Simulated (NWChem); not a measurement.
# C3H3N (acrylonitrile) at 4 levels

Wanted: a comparison of 4 runs (HF/6-311G**, HF/6-311+G**, PBE0/def2-SVP, SVWN5/6-311+G**) of C3H3N (acrylonitrile). 

The calculation is run with NWChem 7.3.0.

### Step 1. The structure to begin with

C3H3N has 7 atoms, charge 0, and is taken as a singlet. SMILES: `C=CC#N`. Geometry: relaxed at PBE0-D4/def2-TZVP.

Bond lengths: C1–C2 1.329 Å, C2–C3 1.423 Å, C3–N4 1.152 Å, C1–H5 1.083 Å, C1–H6 1.083 Å, C2–H7 1.085 Å. Angles: C1–C2–C3 122.7°, C2–C3–N4 178.9°, C1–C2–H7 121.5°, C3–C2–H7 115.8°, C2–C1–H5 121.6°, C2–C1–H6 120.6°, H5–C1–H6 117.9°.

### Step 2. Energy and forces at HF/6-311G(d,p) (run 1)

sp.nw

```
START sp
memory stack 880 mb heap 220 mb global 1100 mb
charge 0
GEOMETRY noautosym nocenter noautoz
  C    -0.540840    0.829550   -0.350560
  C     0.371580    0.105220    0.289410
  C     0.413320   -1.315880    0.218830
  N     0.465120   -2.465750    0.175380
  H    -1.304630    0.366690   -0.963300
  H    -0.540500    1.909410   -0.272510
  H     1.135950    0.570750    0.902750
END
BASIS spherical bse
  * library 6-311G**
END
SCF
  thresh 1e-08
  maxiter 80
END
TASK scf gradient
```

Run with:

```bash
$ nwchem sp.nw > sp.out
```

The program printed:

```text
[...]
  functions       =    90
[...]
  wavefunction    = RHF
[...]
         Total SCF energy =   -169.807362960188
      One-electron energy =   -407.555474731988
      Two-electron energy =    147.218734560228
 Nuclear repulsion energy =     90.529377211572
        Time for solution =      7.6s
[...]
                         RHF ENERGY GRADIENTS
    atom               coordinates                        gradient
                 x          y          z           x          y          z
   1 C      -1.022039   1.567622  -0.662462   -0.004321   0.004341  -0.002964
   2 C       0.702184   0.198837   0.546906    0.003131  -0.022753   0.000731
   3 C       0.781062  -2.486653   0.413529   -0.002748   0.069037   0.002889
   4 N       0.878949  -4.659592   0.331420    0.002687  -0.057074  -0.002070
   5 H      -2.465393   0.692944  -1.820373   -0.004097  -0.002920  -0.003321
   6 H      -1.021397   3.608262  -0.514969    0.000076   0.006114   0.000502
   7 H       2.146634   1.078561   1.705950    0.005272   0.003254   0.004233
[...]
```

It took 9.6 s on 1 thread of AMD EPYC 9R45 (Zen 5), shared host; peak memory 0.1 GiB.

### Step 3. Energy and forces at HF/6-311+G(d,p) (run 2)

run.py

```python
from ase import Atoms
from ase.calculators.nwchem import NWChem

atoms = Atoms(['C', 'C', 'C', 'N', 'H', 'H', 'H'], positions=[
    [-0.540840, 0.829550, -0.350560],
    [0.371580, 0.105220, 0.289410],
    [0.413320, -1.315880, 0.218830],
    [0.465120, -2.465750, 0.175380],
    [-1.304630, 0.366690, -0.963300],
    [-0.540500, 1.909410, -0.272510],
    [1.135950, 0.570750, 0.902750],
])

calc = NWChem(
    label='c3h3n',
    theory='scf',
    memory='2200 mb',
    basis='6-311+G**',
    basispar='spherical bse',
    scf={'nopen': '0', 'rhf': None, 'thresh': '1e-08', 'maxiter': '80'},
)
atoms.calc = calc

forces = atoms.get_forces()
e = atoms.get_potential_energy()
print(f"E = {e:.6f} eV")
print("forces (eV/A):")
for s, f in zip(atoms.symbols, forces):
    print(f"{s:2s} {f[0]:10.5f} {f[1]:10.5f} {f[2]:10.5f}")
print("dipole (e A):", atoms.get_dipole_moment().round(4))
```

Run with:

```bash
$ export ASE_NWCHEM_COMMAND="nwchem PREFIX.nwi > PREFIX.nwo"
$ python run.py
```

The program printed:

```text
E = -4620.758138 eV
forces (eV/A):
C     0.17463   -0.19222    0.11858
C    -0.11261    1.14944   -0.00242
C     0.13077   -3.48163   -0.15170
N    -0.13051    2.85516    0.10650
H     0.20667    0.14995    0.16769
H    -0.00206   -0.31254   -0.02427
H    -0.26683   -0.16815   -0.21448
dipole (e A): [-0.1232  0.904  -0.0284]
```

The calculator wrote c3h3n.nwi:

```
title "c3h3n"

permanent_dir c3h3n

scratch_dir c3h3n

start c3h3n

geometry units angstrom nocenter noautosym noautoz
  C  -5.4083999999999999e-01 8.2955000000000001e-01 -3.5055999999999998e-01
  C  3.7158000000000002e-01 1.0521999999999999e-01 2.8941000000000000e-01
  C  4.1332000000000002e-01 -1.3158799999999999e+00 2.1883000000000000e-01
  N  4.6511999999999998e-01 -2.4657499999999999e+00 1.7538000000000001e-01
  H  -1.3046300000000000e+00 3.6669000000000002e-01 -9.6330000000000005e-01
  H  -5.4049999999999998e-01 1.9094100000000001e+00 -2.7250999999999997e-01
  H  1.1359500000000000e+00 5.7074999999999998e-01 9.0275000000000005e-01
end

memory 2200 mb

basis spherical bse noprint
   * library 6-311+G**
end

scf
  nopen 0
  rhf
  thresh 1e-08
  maxiter 80
end

task scf gradient
```

c3h3n.nwo:

```text
Northwest Computational Chemistry Package (NWChem) 7.3.0
             --------------------------------------------------------

           Job information
           ---------------

    nwchem branch   = 7.3.0
    use scalapack   = T
    input           = c3h3n.nwi
    prefix          = c3h3n.
    data base       = c3h3n/c3h3n.db
    status          = startup
    nproc           =        1

           Memory information
           ------------------

[... 5 lines left out ...]
    hardfail = no
[... 133 lines left out ...]
         Quadratically convergent ROHF
[... 15 lines left out ...]
       Final RHF  results
[... 4 lines left out ...]
      Two-electron energy =    147.122232741917
[... 33 lines left out ...]
                       ROHF Final Molecular Orbital Analysis
[... 312 lines left out ...]
                 ----------------------------------------
                 |  Time  |  1-e(secs)   |  2-e(secs)   |
                 ----------------------------------------
                 |  CPU   |       0.01   |       2.06   |
                 ----------------------------------------
                 |  WALL  |       0.01   |       2.06   |
                 ----------------------------------------

 Task  times  cpu:       16.6s     wall:       16.6s
 Total times  cpu:       16.6s     wall:       16.6s
```

Run time: 18 s. Hardware: 1 thread of AMD EPYC 9R45 (Zen 5), shared host; peak memory 0.1 GiB.

Run 3 isn't shown in full; the table further down has it.

### Step 4. Energy and forces at SVWN5/6-311+G(d,p) (run 4)

mol.nw

```
start mol
title "C3H3N SVWN5"
memory total 2200 mb

geometry noautosym nocenter noautoz
   C       -0.540840       0.829550      -0.350560
   C        0.371580       0.105220       0.289410
   C        0.413320      -1.315880       0.218830
   N        0.465120      -2.465750       0.175380
   H       -1.304630       0.366690      -0.963300
   H       -0.540500       1.909410      -0.272510
   H        1.135950       0.570750       0.902750
end

basis spherical bse
   * library 6-311+G**
end

dft
   xc slater vwn_5
   grid fine
   convergence energy 1e-08
   maxiter 100
   mulliken
   noprint "final vectors analysis"
end

task dft gradient
```

Run with:

```bash
$ nwchem mol.nw > mol.out
```

The program printed:

```text
[...]
          Wavefunction type:  closed shell.
          No. of atoms     :     7
          No. of electrons :    28
[...]
          Charge           :     0
          Spin multiplicity:     1
[...]
          AO basis - number of functions:   106
[...]
              XC Information
              --------------
                        Slater Exchange Functional  1.000 local
                      VWN V Correlation Functional  1.000 local
[...]
 d= 0,ls=0.0,diis     1   -169.2454147277 -2.60D+02  1.70D-02  1.67D+00     1.1
[...]
 d= 0,ls=0.0,diis    12   -169.3520169324 -4.49D-09  4.23D-07  6.83D-09     9.7
         Total DFT energy =     -169.352016932424
      One electron energy =     -407.989575346569
           Coulomb energy =      170.712423134335
    Exchange-Corr. energy =      -22.604241931763
 Nuclear repulsion energy =       90.529377211572
[...]
  wavefunction    = closed shell
                         DFT ENERGY GRADIENTS
    atom               coordinates                        gradient
                 x          y          z           x          y          z
   1 C      -1.022039   1.567622  -0.662462   -0.001325   0.000636  -0.000959
   2 C       0.702184   0.198837   0.546906    0.001601   0.014629   0.002262
   3 C       0.781062  -2.486653   0.413529    0.001133  -0.029526  -0.001260
   4 N       0.878949  -4.659592   0.331420   -0.001003   0.021653   0.000796
   5 H      -2.465393   0.692944  -1.820373    0.005269   0.003467   0.004245
   6 H      -1.021397   3.608262  -0.514969   -0.000088  -0.007471  -0.000602
   7 H       2.146634   1.078561   1.705950   -0.005587  -0.003388  -0.004483
[...]
```

Wall time 13 s (1 thread of AMD EPYC 9R45 (Zen 5), shared host); peak memory 0.12 GiB.

### Step 5. The series

```
run            level  iteration cap  module  energy (Eh)  dipole moment (D)  HOMO energy (eV)  LUMO energy (eV)  wall time
  1      HF/6-311G**             80     scf  -169.807363               4.30            -10.82              2.38      9.6 s
  2     HF/6-311+G**             80     scf  -169.809731               4.38            -10.89              1.52       18 s
  3    PBE0/def2-SVP            100     dft  -170.493869               3.82             -8.40             -1.54       12 s
  4  SVWN5/6-311+G**            100     dft  -169.352017               4.01                 –                 –       13 s
```

### Step 6. Results

```
                       quantity          value
            run 4: total energy  -169.35202 Eh
           run 4: dipole moment         4.01 D
run 4: largest force on an atom     1.521 eV/Å
```

**Reading.** The dipole moment (its size) runs from 3.82 D (PBE0/def2-SVP) to 4.38 D (HF/6-311+G**). The two ends differ in method and basis. Over runs 1, 2, 3 the HOMO–LUMO gap runs from 6.86 eV (PBE0/def2-SVP) to 13.20 eV (HF/6-311G**). Totals of different functionals can't be ranked against each other. All runs together took 52 s, the longest 18 s.
